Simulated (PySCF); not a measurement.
Ground-state electric properties of a mixed set of molecules.

All values: PBE0/def2-SVPD (PySCF) at GFN2-xTB geometries, gas phase, one conformer each. Core orbitals are frozen in the response; Δα² is half the sum of the squared differences of the principal polarisabilities. Dipoles and anisotropies that the point group forbids are given as zero.

(1) Rank by mean static polarisability, lowest first.
A. `c1nccnc1`
B. `FC(F)C(F)(F)O[C@H]1CS1`
C. `NC[SiH2]N[SiH3]`
D. `N#CCCC#N`
E. `Cl/C=C/c1ccccn1`
F. `CN([SiH3])[SiH2]N`

(2) Rank by polarisability anisotropy Δα, lowest first.
A. `[CH3:1][N:2]([SiH3:3])[SiH2:4][NH2:5]` with C1–N2–Si4–N5 51°, N2–Si4–N5–H 50° and -175°
B. `[F:1][CH:2]([F:3])[C:4]([F:5])([F:6])[O:7][C@H:8]1[CH2:9][S:10]1` with F1–C2–C4–F5 -175°, C2–C4–O7–C8 180°, C4–O7–C8–C9 -171°
C. pyrazine (`c1cnccn1`)
D. `[NH2:1][CH2:2][SiH2:3][NH:4][SiH3:5]` with H–N1–C2–Si3 -62° and 180°, N1–C2–Si3–N4 -41°, C2–Si3–N4–Si5 -169°
E. `[Cl:1]/[CH:2]=[CH:3]/[c:4]1[cH:5][cH:6][cH:7][cH:8][n:9]1` with C2–C3–C4–C5 180°
F. `[N:1]#[C:2][CH2:3][CH2:4][C:5]#[N:6]` with C2–C3–C4–C5 180°

Answers

(1) D (7.91 Å³), A (8.30 Å³), B (10.98 Å³), F (11.98 Å³), C (12.27 Å³), E (16.23 Å³).

(2) A (2.48 Å³), B (2.78 Å³), D (3.17 Å³), C (4.91 Å³), F (5.20 Å³), E (14.68 Å³).

All values together:

| SMILES | formula | μ (D) | HOMO (eV) | LUMO (eV) | α (Å³) | Δα (Å³) | electrons | α per electron (Å³) |
| --- | --- | --- | --- | --- | --- | --- | --- | --- |
| Cl/C=C/c1ccccn1 | C7H6ClN | 3.00 | -6.80 | -1.63 | 16.23 | 14.68 | 72 | 0.225 |
| NC[SiH2]N[SiH3] | CH10N2Si2 | 1.92 | -7.00 | 0.19 | 12.27 | 3.17 | 58 | 0.212 |
| c1ccnnc1 | C4H4N2 | 4.17 | -6.64 | -1.50 | 8.26 | 4.58 | 42 | 0.197 |
| CN([SiH3])[SiH2]N | CH10N2Si2 | 1.17 | -6.88 | 0.42 | 11.98 | 2.48 | 58 | 0.207 |
| c1cnccn1 | C4H4N2 | 0.00 | -7.30 | -1.56 | 8.30 | 4.91 | 42 | 0.198 |
| N#CCCC#N | C4H4N2 | 0.00 | -9.92 | -0.20 | 7.91 | 5.20 | 42 | 0.188 |
| FC(F)C(F)(F)O[C@H]1CS1 | C4H4F4OS | 1.49 | -7.19 | -0.35 | 10.98 | 2.78 | 88 | 0.125 |

Conformers: `[Cl:1]/[CH:2]=[CH:3]/[c:4]1[cH:5][cH:6][cH:7][cH:8][n:9]1` with C2–C3–C4–C5 180°; `[NH2:1][CH2:2][SiH2:3][NH:4][SiH3:5]` with H–N1–C2–Si3 -62° and 180°, N1–C2–Si3–N4 -41°, C2–Si3–N4–Si5 -169°; `[CH3:1][N:2]([SiH3:3])[SiH2:4][NH2:5]` with C1–N2–Si4–N5 51°, N2–Si4–N5–H 50° and -175°; `[N:1]#[C:2][CH2:3][CH2:4][C:5]#[N:6]` with C2–C3–C4–C5 180°; `[F:1][CH:2]([F:3])[C:4]([F:5])([F:6])[O:7][C@H:8]1[CH2:9][S:10]1` with F1–C2–C4–F5 -175°, C2–C4–O7–C8 180°, C4–O7–C8–C9 -171°.

Task: How closely does the mean polarisability follow the number of electrons in this set?

Result: The correlation coefficient is 0.66; α per electron runs from 0.125 to 0.225 Å³.
